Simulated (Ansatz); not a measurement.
A made-up structure of CHBF, doublet:

B1  (-0.635, 1.169, 0.025)
C2  (-0.019, -0.022, -0.014)
F3  (1.262, -0.334, 0.467)
H4  (-0.607, -0.814, -0.478)
(Å)

It is relaxed with PBE-D4/def2-SVP and then PBE0-D4/def2-TZVP (Ansatz 0.2.0). Atoms count as bonded within 1.22 times the sum of their covalent radii (H–H: 0.88 Å). The end point is not checked to be a true minimum.

Problem. Does its bonding change? (A judgement: the text doesn't fix the answer.)

Solution. The calculation gives: No: no bond forms or breaks.

Where it ends: The first stage lowers the energy by 0.24 eV in 4 steps. It ends as CHBF ([B][CH][F]):
```
4
angstrom
B -0.6389 1.2295 0.0390
C -0.0140 -0.0263 -0.0131
F 1.2076 -0.3461 0.4402
H -0.5547 -0.8572 -0.4661
```

Labels in which every atom is bracketed show which atoms are joined, not bond orders.

For scale, one of the runs: PBE0-D4/def2-TZVP relaxation, 99 basis functions, launched by `ansatz run in.yaml --threads 2 --pin off --events-out ev --progress --plain --max-ram 4352MiB`. The run took about 15 s on 2 CPU threads of an Arm Neoverse V1 (shared host).
